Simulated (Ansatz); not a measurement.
# B2SiH+ (quintet): the correlation ladder, def2-QZVPP

An exercise on one series of results from a longer session: the logs are not shown, and one member is left open.

Computed with Ansatz 0.2.0, Gaussian basis. Level: def2-QZVPP, core rule «outside noble gas», up to 7 orbitals frozen.

To be run: UHF; ROHF; CCSD(T) on UHF.

## What is computed

The geometry is a PBE0/def2-TZVP stationary point (not a proven minimum) of the parent state, kept for this charge and spin.

4 atoms, charge 1, spin multiplicity 5.

Atoms are counted from 1 here; the program's logs count them from 0.

Bond lengths: B1–Si2 1.989 Å, B1–B3 1.610 Å, B1–H4 1.246 Å, Si2–B3 1.921 Å. Angles: Si2–B1–B3 63.5°, Si2–B1–H4 64.0°, B3–B1–H4 127.5°, B1–Si2–B3 48.6°, B1–B3–Si2 67.9°.

Set-up of the first run:

in.yaml reads:

```yaml
crystal:
  periodic: [false, false, false]
  atoms:
    - {symbol: B, position_ang: [0.000000, -0.717740, 1.080601]}
    - {symbol: Si, position_ang: [0.000000, -0.007888, -0.777449]}
    - {symbol: B, position_ang: [0.000000, 0.884552, 0.923210]}
    - {symbol: H, position_ang: [0.000000, -1.569398, 0.170474]}
basis:
  gaussian: {orbitals: "def2-QZVPP.json"}
total_charge: 1
magnetization: {spin_polarized: true, initial_magnetization: 4}
hamiltonian: {xc: hf}
output: {orbitals: {seedname: orbitals}}
```

Launch:

```bash
> ansatz run in.yaml --threads 1 --pin off --events-out ev --progress --plain --max-ram 2393MiB
```

Steps of the session up to this table: UHF; ROHF; CCSD(T) on UHF.

One table of the session follows, with a row left open; its other results are not shown here.

It belongs to the step «Misses and costs». 

```
  method  from UCCSD(T) (kcal/mol)
    ROHF                   +168.51
     UHF                         ?
    UMP2                    +29.21
   UCCSD                     +9.50
UCCSD(T)                         0
```

**Question.** Estimate the row for UHF.

As computed: from UCCSD(T) (kcal/mol): +164.42. In the column «from UCCSD(T) (kcal/mol)» it lies between UMP2 (+29.21) and ROHF (+168.51).
